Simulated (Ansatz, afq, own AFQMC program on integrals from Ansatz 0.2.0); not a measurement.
**SiH$_{4}$O, triplet: AFQMC among the cluster methods**

```yaml
atoms:
  - { symbol: Si, position_ang: [-0.9469, 0.0000, 0.0000] }
  - { symbol: H, position_ang: [-1.4418, 1.3997, 0.0000] }
  - { symbol: H, position_ang: [-1.4418, -0.6999, 1.2122] }
  - { symbol: H, position_ang: [-1.4418, -0.6999, -1.2122] }
  - { symbol: H, position_ang: [0.6931, 0.0000, 0.0000] }
  - { symbol: O, position_ang: [1.8911, 0.0000, 0.0000] }
```

Connectivity, by distances: SiH3 ··· O, 1 bridging H.

Basis cc-pVTZ. Noble-gas cores (and the filled d shells of Ga–Kr and In–Xe) are frozen. AFQMC by an in-house program on the Cholesky factors that Ansatz 0.2.0 writes for its CCSD(T) run. The CISD trial takes its coefficients from CCSD amplitudes. Released means that phaseless walkers are propagated on without the constraint, phases kept. ± is one standard error of the sampling.

Determinant: UHF, the one that the program's search chose, which needn't be the lowest solution. The geometry is a point of a scan.

No full CI on the walks' own integrals is used here. The released AFQMC energy serves as the reference, which it does only where one determinant dominates, the energy is flat over the last release times and near the phaseless one (40 meV or 2 meV an electron, half that with transition metals). On small molecules, where full CI could be run and the noise was under 10 meV, such values lay within 10 meV of it in 19 cases of 20, a flattering rate, since the rule was set on those same cases; what remains of the bias isn't in the error bar.

Cautions: lower spins were not checked; the released value is read at 1.62 1/Eh, later times being too noisy (meV from the phaseless value at times in 1/Eh: -1 ± 4 at 0.24, -8 ± 6 at 0.51, -16 ± 6 at 0.99, -14 ± 9 at 1.62, -5 ± 20 at 2.40).

- T1 diagnostic: 0.0200
- weight of the determinant in the CISD state: 0.866
- ⟨S²⟩ of the determinant: 2.043
- size of the correlated space: 14 electrons in 114 orbitals

Reference: AFQMC with the constraint released, correlation energy -10.251 ± 0.009 eV.

| level | E − E(reference) (kcal/mol) | share of correlation (%) |
| --- | --- | --- |
| HF | 236.38 ± 0.20 | 0.00 |
| MP2 | 35.30 ± 0.20 | 85.07 |
| CCSD | 7.41 ± 0.20 | 96.86 |
| CCSD(T) | 0.90 ± 0.20 | 99.62 |
| ph-AFQMC/CISD | 0.33 ± 0.24 | 99.86 |

A walk keeps the symmetry of its determinant, which the program's search chose and which needn't be the lowest solution, so a lower state of the same spin and another symmetry isn't excluded. Released energies are given only where the last usable release times agree within the noise; a slower fall can still hide under it.
